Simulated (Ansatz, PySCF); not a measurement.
System: CH3S (charge 0, doublet). It need not be the lowest isomer of its formula. SMILES: C[S]
Geometry: optimised at B3LYP-D3(BJ)/def2-TZVP (Ansatz, a program for electronic structure).

Property: vertical ionisation energy (to the triplet state of charge +1; each state is the SCF solution reached for its spin), in eV. Correlated levels leave the core frozen unless marked. Open shells are spin-unrestricted. Spin-orbit coupling is left out. No relativistic terms. CBS marks a two-point X^-3 extrapolation of the correlation energy; Hartree-Fock from the larger set. The bracket is a focal-point correction in the basis named.

```json
[
 {"level": "HF/def2-SVPD", "program": "Ansatz", "vertical ionisation energy (eV)": "8.23", "minus last row": "-1.12"},
 {"level": "HF/def2-TZVPPD", "program": "Ansatz", "vertical ionisation energy (eV)": "8.16", "minus last row": "-1.19"},
 {"level": "RI-HF/def2-QZVPPD", "program": "Ansatz", "vertical ionisation energy (eV)": "8.17", "minus last row": "-1.18"},
 {"level": "B3LYP/def2-TZVPD", "program": "Ansatz", "vertical ionisation energy (eV)": "9.28", "minus last row": "-0.07"},
 {"level": "PBE0/def2-TZVPD", "program": "Ansatz", "vertical ionisation energy (eV)": "9.20", "minus last row": "-0.15"},
 {"level": "RI-MP2/aug-cc-pV(T+d)Z", "program": "Ansatz", "vertical ionisation energy (eV)": "9.20", "minus last row": "-0.15"},
 {"level": "RI-MP2/def2-TZVPPD", "program": "Ansatz", "vertical ionisation energy (eV)": "9.17", "minus last row": "-0.18"},
 {"level": "RI-MP2/CBS(aug-cc-pV(T+d)Z,aug-cc-pV(Q+d)Z)", "program": "Ansatz", "vertical ionisation energy (eV)": "9.34", "minus last row": "-0.01"},
 {"level": "RI-MP2/CBS(def2-TZVPPD,def2-QZVPPD)", "program": "Ansatz", "vertical ionisation energy (eV)": "9.33", "minus last row": "-0.02"},
 {"level": "SCS-MP2/aug-cc-pV(T+d)Z", "program": "Ansatz", "vertical ionisation energy (eV)": "9.24", "minus last row": "-0.11"},
 {"level": "CCSD/aug-cc-pV(D+d)Z", "program": "Ansatz", "vertical ionisation energy (eV)": "8.96", "minus last row": "-0.39"},
 {"level": "CCSD/def2-TZVPPD", "program": "Ansatz", "vertical ionisation energy (eV)": "9.12", "minus last row": "-0.23"},
 {"level": "CCSD(T)/def2-SVPD", "program": "Ansatz", "vertical ionisation energy (eV)": "8.99", "minus last row": "-0.36"},
 {"level": "RI-MP2/CBS(def2-TZVPPD,def2-QZVPPD)+[CCSD(T)-MP2]/def2-SVPD", "program": "Ansatz", "vertical ionisation energy (eV)": "9.30", "minus last row": "-0.05"},
 {"level": "RI-MP2/CBS(aug-cc-pV(T+d)Z,aug-cc-pV(Q+d)Z)+[CCSD(T)-MP2]/aug-cc-pV(T+d)Z", "program": "Ansatz", "vertical ionisation energy (eV)": "9.35", "minus last row": "0.00"}
]
```

For comparison, minus the highest occupied orbital energy (PySCF): 5.52 eV at BP86/def2-TZVPD, 5.53 eV at TPSS/def2-TZVPD, 7.39 eV at MN15/def2-TZVPD.
